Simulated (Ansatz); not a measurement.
A made-up structure of C2H4N (charge -1), closed shell:

C1  (1.386, -0.427, 0.424)
C2  (0.114, -0.625, 0.525)
N3  (-0.675, 0.359, -0.332)
H4  (-1.320, 0.886, 0.256)
H5  (-0.077, 1.009, -0.841)
H6  (-1.256, -0.153, -0.995)
H7  (1.888, -1.133, 1.035)
(Å)

It is relaxed with PBE-D4/def2-SVPD and then PBE0-D4/def2-TZVPD (Ansatz 0.2.0). Atoms count as bonded within 1.22 times the sum of their covalent radii (H–H: 0.88 Å). The end point is not checked to be a true minimum.

**Question.** Does its bonding change? (A judgement: the text doesn't fix the answer.)

**Answer.** By the calculation: No: no bond forms or breaks.

Where it ends: The first stage lowers the energy by 0.26 eV in 8 steps. It ends as C₂H₄N ([CH][C][NH3]), total charge -1:
C1  (1.332, -0.446, 0.437)
C2  (0.056, -0.714, 0.596)
N3  (-0.734, 0.369, -0.343)
H4  (-1.356, 0.949, 0.222)
H5  (0.016, 0.942, -0.781)
H6  (-1.292, -0.109, -1.052)
H7  (2.037, -1.074, 0.994)
(Å)

Labels in which every atom is bracketed show which atoms are joined, not bond orders.

For scale, one of the runs: PBE0-D4/def2-TZVPD relaxation, 147 basis functions, launched by `ansatz run in.yaml --threads 2 --pin off --events-out ev --progress --plain --max-ram 4352MiB`. Hardware: 2 CPU threads of an Arm Neoverse V1, shared host. Wall time about 21 s.
